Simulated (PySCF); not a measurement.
CH₃F, SMILES CF.

Coordinates come from a r2SCAN-D4/def2-TZVP optimisation.

All values below come from HF/def2-TZVPD (PySCF).

Symmetry labels are those of the subgroup Cs that the program uses (full group C3v).

Computed valence orbital energies around the gap with their symmetry:
```tsv
orbital	symmetry	energy (eV)
HOMO−7	A'	-307.67
HOMO−6	A'	-43.11
HOMO−5	A'	-25.96
HOMO−4	A'	-18.90
HOMO−3	A"	-18.90
HOMO−2	A'	-18.31
HOMO−1	A'	-14.46
HOMO	A"	-14.46
LUMO	A'	1.98
LUMO+1	A'	3.35
LUMO+2	A'	3.64
LUMO+3	A"	3.64
```
